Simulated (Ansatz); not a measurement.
# PH3+ (quartet): from Hartree-Fock to the top rungs, cc-pVDZ

An exercise on one series of results from a longer session: the logs are not shown, and one member is left open.

Program: Ansatz 0.2.0, Gaussian basis. Level of theory: cc-pVDZ, core rule «outside noble gas», up to 5 orbitals frozen. These are calculated values, not measurements.

The runs, in order: UHF; CCSD(T) on ROHF; CCSD(T) on UHF; BCCD(T) on ROHF; CISD; CCSDT(Q) on ROHF; CCSDT(Q) on UHF; CISDTQ; CCSDTQ on ROHF; CCSDTQ on UHF; CASSCF and MRCISD+Q, 7 electrons in 7 orbitals; CASSCF and MRCISD+Q(relaxed), 7 electrons in 7 orbitals; CASSCF and NEVPT2, 7 electrons in 7 orbitals; Full CI.

2 further runs of the same task are left out: 2 set aside as unsound or not needed.

**The geometry**

The geometry is a PBE0/def2-TZVP stationary point (not a proven minimum) of the parent state, kept for this charge and spin.

4 atoms, charge 1, spin multiplicity 4.

Atoms are counted from 1 here; the program's logs count them from 0.

Bond lengths: P1–H2 1.405 Å, P1–H3 1.405 Å, P1–H4 1.405 Å. Angles: H2–P1–H3 113.3°, H2–P1–H4 113.3°, H3–P1–H4 113.3°.

Geometry (Å):

```xyz
4
charge 1, multiplicity 4
P     0.0001    0.0000   -0.0329
H     1.3541    0.0145    0.3407
H    -0.6904    1.1668    0.3342
H    -0.6661   -1.1799    0.3374
```

The first run:

in.yaml

```yaml
crystal:
  periodic: [false, false, false]
  atoms:
    - {symbol: P, position_ang: [0.000079, -0.000045, -0.032941]}
    - {symbol: H, position_ang: [1.354052, 0.014506, 0.340675]}
    - {symbol: H, position_ang: [-0.690409, 1.166785, 0.334178]}
    - {symbol: H, position_ang: [-0.666085, -1.179917, 0.337423]}
basis:
  gaussian: {orbitals: cc-pVDZ}
total_charge: 1
magnetization: {spin_polarized: true, initial_magnetization: 3}
hamiltonian: {xc: hf}
output: {orbitals: {seedname: orbitals}}
```

The run is started by

```sh
ansatz run in.yaml --threads 1 --pin off --events-out ev --progress --plain --max-ram 4096MiB --backend cpu
```

Among the steps run: UHF; CCSD(T) on ROHF; CCSD(T) on UHF; BCCD(T) on ROHF; CISD; CCSDT(Q) on ROHF; CCSDT(Q) on UHF; CISDTQ; CCSDTQ on ROHF; CCSDTQ on UHF; CASSCF and MRCISD+Q, 7 electrons in 7 orbitals; CASSCF and MRCISD+Q(relaxed), 7 electrons in 7 orbitals; CASSCF and NEVPT2, 7 electrons in 7 orbitals; Full CI.

One of the session's tables, all rows but one given; the rest of the session is left out.

It belongs to the step «Misses and costs». 

```
   method  from FCI (meV)
     ROHF         +3530.4
      UHF         +3435.9
     RMP2          +923.7
     UMP2          +926.6
     CISD          +279.9
    RCCSD          +207.1
    UCCSD          +206.1
 RCCSD(T)          +104.8
 UCCSD(T)          +105.7
  BCCD(T)          +105.0
   RCCSDT           +18.7
   UCCSDT           +20.2
   CISDTQ            +5.5
RCCSDT(Q)            +4.4
UCCSDT(Q)            +5.2
  RCCSDTQ            +0.6
  UCCSDTQ               ?
      FCI               0
```

Estimate the missing values for UCCSDTQ.

As computed: from FCI (meV): +0.5. In the column «from FCI (meV)» it lies between FCI (0) and RCCSDTQ (+0.6).

Caveats from the session: Left out of the table: CASSCF valence, NEVPT2 valence, MRCISD valence, MRCISD+Q valence (the active space lost an orbital or holds another state than full CI finds). Left out of the table: MRCISD+Q(relaxed) valence (another determinant or state than the rows shown). Levels on UHF freeze UHF's core orbitals, full CI those of ROHF, so the U rows can settle a little off it for that reason alone. Restricted and unrestricted rows rest on different reference determinants; where their highest levels disagree by more than a few hundredths of an eV, they describe different states and don't form one ladder.
